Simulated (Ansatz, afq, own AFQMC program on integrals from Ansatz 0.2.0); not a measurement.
Atomization energy of GePH, singlet

```xyz
3

Ge    0.0000    0.0000    0.1578
P     0.0000    0.0000   -1.8373
H     0.0000    0.0000    1.6795
```

Connectivity, by distances: GeH–P.

Atoms in their ground-state spins without spin–orbit coupling (mostly on UHF) minus the molecule (RHF), without zero-point energy. The geometry is a stationary point, not shown to be a minimum.

Basis cc-pVDZ. Noble-gas cores (and the filled d shells of Ga–Kr and In–Xe) are frozen. AFQMC by an in-house program on the Cholesky factors that Ansatz 0.2.0 writes for its CCSD(T) run. ph-AFQMC/CISD is guided by a CISD state made of CCSD amplitudes; releasing the constraint for a short imaginary time cuts its bias at the price of noise, slowly where states lie close. ± is one standard error of the sampling. No spin–orbit coupling. The errors of all members are added in quadrature.

No full CI on the walks' own integrals is used here; CCSDTQ serves as the reference and is uncertain by about the last step of the cluster series. Each member takes its own surest rung, up to full CI.

The best estimate is CCSD(T) at the basis-set limit (CBS: def2-TZVPP and def2-QZVPP, with their diffuse functions for anions and beside diffuse sets, CCSD(T) itself extrapolated) plus the step from CCSD(T) to CCSDTQ in cc-pVDZ. Rows without CBS are in cc-pVDZ, the functionals in def2-TZVP; B2PLYP and the wave-function rows carry a basis error of their own. Core correlation and relativity beyond core potentials are missing, and ± holds the sampling alone.

Cautions: inner d shell frozen; no relativity below Rb; no spin-orbit coupling; GePH (singlet): restricted determinant unstable towards unrestricted (UHF 204 meV lower, ⟨S²⟩ 0.72), raised T1 diagnostic (T1 0.021, weight of the determinant 0.84, largest double 0.13), the released energies are still falling, so no released level is given (meV from the phaseless value at times in 1/Eh: -4 ± 4 at 0.24, -5 ± 4 at 0.51, -10 ± 3 at 0.99, -15 ± 3 at 1.62, -20 ± 3 at 2.40), though the last usable value meets CCSDTQ within the noise, its ph-AFQMC/CISD value lies 20 ± 5 meV above CCSDTQ.

Best estimate: 6.282 eV.

```json
{"level": "HF", "atomization energy (eV)": "2.400", "error against the best estimate (eV)": "-3.882"}
{"level": "MP2", "atomization energy (eV)": "5.250", "error against the best estimate (eV)": "-1.031"}
{"level": "CCSD", "atomization energy (eV)": "4.870", "error against the best estimate (eV)": "-1.411"}
{"level": "CCSD(T)", "atomization energy (eV)": "5.191", "error against the best estimate (eV)": "-1.090"}
{"level": "CCSDT", "atomization energy (eV)": "5.199", "error against the best estimate (eV)": "-1.083"}
{"level": "CCSDT(Q)", "atomization energy (eV)": "5.238", "error against the best estimate (eV)": "-1.044"}
{"level": "ph-AFQMC/CISD", "atomization energy (eV)": "5.216 ± 0.005", "error against the best estimate (eV)": "-1.065 ± 0.005"}
{"level": "HF/CBS", "atomization energy (eV)": "2.629", "error against the best estimate (eV)": "-3.652"}
{"level": "MP2/CBS", "atomization energy (eV)": "6.279", "error against the best estimate (eV)": "-0.002"}
{"level": "CCSD(T)/CBS", "atomization energy (eV)": "6.241", "error against the best estimate (eV)": "-0.041"}
{"level": "PBE", "atomization energy (eV)": "6.491", "error against the best estimate (eV)": "0.209"}
{"level": "r2SCAN", "atomization energy (eV)": "6.321", "error against the best estimate (eV)": "0.039"}
{"level": "PBE0", "atomization energy (eV)": "6.085", "error against the best estimate (eV)": "-0.196"}
{"level": "B3LYP", "atomization energy (eV)": "6.169", "error against the best estimate (eV)": "-0.113"}
{"level": "wB97M-V", "atomization energy (eV)": "6.135", "error against the best estimate (eV)": "-0.147"}
{"level": "B2PLYP", "atomization energy (eV)": "6.140", "error against the best estimate (eV)": "-0.141"}
{"level": "surest rungs in cc-pVDZ", "atomization energy (eV)": "5.232", "error against the best estimate (eV)": "-1.050"}
```

Correlation beyond CCSD(T) adds 0.041 eV. Going to the basis-set limit adds 1.050 eV at CCSD(T). The perturbative (T) step is worth +0.321 eV.

Best estimates are given only where the step beyond CCSD(T) is under 0.3 eV and no member's determinant is very poor (T1 over 0.05, or 0.07 for open shells, ⟨S²⟩ too high by 0.3, two states mixed), so the hardest cases are missing from such tables.

The functionals ran in a triple-zeta set and keep a basis error of their own, a few kJ/mol for each bond in atomization energies and more for double hybrids, so close places among them and the extrapolated levels can swap.

CCSDT and higher add their correlation energy to the determinant of the CCSD(T) run, since their own runs factorise the integrals more tightly (a shift of under 2 meV). Each member of a difference takes its own highest rung, so a best estimate needn't equal the limit plus the step of one row. A walk keeps the symmetry of its determinant, which the program's search chose and which needn't be the lowest solution, so a lower state of the same spin and another symmetry isn't excluded.
